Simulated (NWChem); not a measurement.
# doublet NO2F+ at 6 levels

Wanted: a comparison of 6 runs (UHF/STO-3G, UHF/3-21G, UB3LYP/6-31G*, UB3LYP/cc-pVTZ, UM06-2X/cc-pVTZ) of doublet NO2F+. 

The calculation is run with NWChem 7.3.0.

2 further runs of the same task are left out: 2 set aside as unsound or not needed.

### Step 1. Starting point

NO2F+ has 4 atoms, charge +1, and is taken as a doublet. As SMILES of the parent species, `O=[N+]([O-])F`. The shape is that of a PBE0-D4/def2-TZVP optimisation. That shape belongs to the parent species and isn't relaxed for this state.

Bond lengths: O1–N2 1.170 Å, N2–O3 1.170 Å, N2–F4 1.442 Å. Angles: O1–N2–O3 135.6°, O1–N2–F4 112.2°, O3–N2–F4 112.2°.

### Step 2. A single-point energy at UHF/STO-3G (run 1)

File m1.xyz:

```xyz
4
nitryl fluoride
O      0.188290     0.469930     1.120250
N      0.079720    -0.071800     0.089140
O      0.476580    -1.068680    -0.376880
F     -0.744590     0.670550    -0.832510
```

File m1.nw:

```
start m1
title "nitryl fluoride"
memory stack 880 mb heap 220 mb global 1100 mb
charge 1

geometry units angstrom noautosym nocenter noautoz
  load format xyz m1.xyz
end

basis spherical bse
  * library STO-3G
end

scf
  doublet
  uhf
  thresh 1e-08
  maxiter 80
end

task scf energy
```

Launch:

```bash
$ nwchem m1.nw > m1.out
```

The program printed:

```text
[...]
  functions       =    20
[...]
  wavefunction    = UHF
[...]
         Total SCF energy =   -298.946897852291
      One electron energy =   -648.847892956096
      Two electron energy =    225.424479825109
 Nuclear repulsion energy =    124.476515278695
                       Sz =      0.5000
                 Sz(Sz+1) =      0.7500
                      S^2 =      1.0144
[...]
```

Wall time 8.1 s (1 thread of AMD EPYC 7R43 (Zen 3), shared host); peak memory 0.094 GiB.

### Step 3. A single-point energy at UHF/3-21G (run 2)

File fno2.nw:

```
start fno2
title "FNO2"
memory stack 880 mb heap 220 mb global 1100 mb
charge 1
geometry units angstroms noautosym nocenter noautoz
 O        0.188290       0.469930       1.120250
 N        0.079720      -0.071800       0.089140
 O        0.476580      -1.068680      -0.376880
 F       -0.744590       0.670550      -0.832510
end
basis spherical bse
 * library 3-21G
end
scf
 doublet
 uhf
 thresh 1e-08
 maxiter 80
 print low
end
task scf
```

Launch:

```bash
$ nwchem fno2.nw > fno2.out
```

The program printed:

```text
[...]
  functions       =    36
[...]
  wavefunction    = UHF
[...]
         Total SCF energy =   -301.255856877493
      One electron energy =   -651.206436905220
      Two electron energy =    225.474064749033
 Nuclear repulsion energy =    124.476515278695
                       Sz =      0.5000
                 Sz(Sz+1) =      0.7500
                      S^2 =      1.0387
[...]
```

Run time: 8.4 s. Hardware: 1 thread of AMD EPYC 7R43 (Zen 3), shared host; peak memory 0.09 GiB.

Runs 3 to 5 aren't shown in full; the table further down has their settings and results.

### Step 4. A single-point energy at UM06-2X/cc-pVTZ (run 6)

File fno2.nw:

```
start fno2
title "nitryl fluoride"
memory stack 880 mb heap 220 mb global 1100 mb
charge 1
geometry units angstrom noautosym nocenter noautoz
  O        0.188290       0.469930       1.120250
  N        0.079720      -0.071800       0.089140
  O        0.476580      -1.068680      -0.376880
  F       -0.744590       0.670550      -0.832510
end
basis spherical bse
  * library cc-pVTZ
end
dft
  xc m06-2x
  mult 2
  grid fine
  convergence energy 1e-08
  iterations 100
  mulliken
  print medium
end
task dft
```

Launch:

```bash
$ nwchem fno2.nw > fno2.out
```

The program printed:

```text
[...]
          Wavefunction type:  spin polarized.
          No. of atoms     :     4
          No. of electrons :    31
[...]
          Charge           :     1
          Spin multiplicity:     2
[...]
          AO basis - number of functions:   120
[...]
              XC Information
              --------------
                       M06-2X Method XC Functional
                     Hartree-Fock (Exact) Exchange  0.540
                        M06-2X Exchange Functional  1.000
                      M06-2X Correlation Potential  1.000
[...]
 d= 0,ls=0.0,diis     1   -304.1363764775 -4.29D+02  5.37D-03  6.72D-01     5.9
[...]
 d= 0,ls=0.0,diis    14   -304.3793710058 -6.07D-09  2.24D-07  2.06D-09    70.3
[...]
         Total DFT energy =     -304.379371005752
      One electron energy =     -654.686339265700
           Coulomb energy =      259.634304889751
    Exchange-Corr. energy =      -33.803851908498
 Nuclear repulsion energy =      124.476515278695
[...]
      Total Density - Mulliken Population Analysis
     ---------------------------------------------
    Atom       Charge   Shell Charges
 -----------   ------   -------------------------------------------------------
    1 O    8     7.82   1.95  0.27  1.06  0.61  1.21  1.94  0.73  0.01  0.04  0.00
    2 N    7     6.36   1.95  0.23  0.89  0.10  0.95  1.61  0.26  0.04  0.30  0.02
    3 O    8     7.82   1.95  0.27  1.06  0.61  1.21  1.94  0.73  0.01  0.04  0.00
    4 F    9     9.00   1.95  0.29  1.08  0.65  1.52  2.31  1.20  0.00  0.01  0.00
[...]
      <S2> =      0.7782 (Exact =     0.7500)
[...]
```

Run time: 71 s. Hardware: 1 thread of AMD EPYC 7R43 (Zen 3), shared host; peak memory 0.11 GiB.

### Step 5. Overview of the runs

```
run                                level  iteration cap  module  energy (Eh)  HOMO energy (eV)  LUMO energy (eV)   ⟨S²⟩  wall time
  1                           UHF/STO-3G             80     scf  -298.946898            -21.88             -6.27  1.014      8.1 s
  2                            UHF/3-21G             80     scf  -301.255857                 –                 –  1.039      8.4 s
  3  UB3LYP/6-31G* (spherical functions)            100     dft  -304.388921            -19.57            -16.67  0.764       26 s
  4  UB3LYP/6-31G* (Cartesian functions)            100     dft  -304.393092            -19.58            -16.68  0.764       29 s
  5                       UB3LYP/cc-pVTZ            100     dft  -304.517144            -19.63            -16.72  0.765       65 s
  6                      UM06-2X/cc-pVTZ            100     dft  -304.379371            -21.03            -15.70  0.778       71 s
```

### Step 6. Summary of results

| quantity | value |
| --- | --- |
| run 6: total energy | -304.37937 Eh |
| run 6: HOMO energy (highest over α and β) | -21.03 eV |
| run 6: LUMO energy (lowest over α and β) | -15.70 eV |
| run 6: ⟨S²⟩ | 0.778 |

In words: Totals of different functionals can't be ranked against each other. In run 1 the basis is minimal, so the values are rough. Spin contamination of the reference: run 2 ⟨S²⟩ = 1.04, run 1 ⟨S²⟩ = 1.01. All runs together took 3.5 min, the longest 71 s.
